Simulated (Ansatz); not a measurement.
Basis sets compared for Al(PH3)H3 (AlPH6). Total charge 0; singlet. Geometry PBE-D4/def2-TZVP. Ansatz on 4 threads of Arm Neoverse V2 on a shared host; times are rough, and most runs start from earlier orbitals.

```xyz
8

Al   -1.256   -0.477   -0.548
P     0.921    0.350    0.401
H     2.121   -0.355    0.113
H     1.079    0.436    1.810
H     1.377    1.654    0.073
H    -1.206   -1.934    0.126
H    -0.850   -0.327   -2.095
H    -2.185    0.651    0.120
```

Binding counts from free atoms (Al doublet, P quartet, H doublet) in the same basis, without a counterpoise term.

| level | functions | energy (Eh) | HOMO (eV) | LUMO (eV) | binding per atom (eV) | wall time |
| --- | --- | --- | --- | --- | --- | --- |
| HF/6-31G | 38 | -585.9998 | -10.82 | 2.76 | 1.59 | 0.1 s |
| HF/def2-TZVP | 110 | -586.1413 | -10.92 | 2.55 | 1.90 | 0.25 s |
| PBE-D4/def2-SVP | 66 | -586.8552 | -6.52 | -0.90 | 2.50 | 0.3 s |
| PBE-D4/def2-TZVP | 110 | -587.0643 | -6.61 | -1.22 | 2.50 | 0.5 s |
| r2SCAN-D4/def2-TZVP | 110 | -587.3156 | -6.90 | -0.97 | 2.54 | 1 s |
| PBE0-D4/def2-SVP | 66 | -586.9198 | -7.77 | 0.01 | 2.49 | 0.4 s |
| PBE0-D4/def2-TZVP (with forces) | 110 | -587.1253 | -7.83 | -0.31 | 2.50 | 0.85 s |

(1) Estimate the rows for PBE-D4/def2-TZVPD, r2SCAN-D4/def2-TZVPD, PBE0-D4/def2-TZVPD.

Results:

(1) 
| level | functions | energy (Eh) | HOMO (eV) | LUMO (eV) | binding per atom (eV) | wall time |
| --- | --- | --- | --- | --- | --- | --- |
| PBE-D4/def2-TZVPD | 140 | -587.0649 | -6.62 | -1.27 | 2.50 | 0.7 s |
| r2SCAN-D4/def2-TZVPD | 140 | -587.3161 | -6.90 | -0.99 | 2.54 | 1.4 s |
| PBE0-D4/def2-TZVPD | 140 | -587.1258 | -7.83 | -0.47 | 2.50 | 0.75 s |
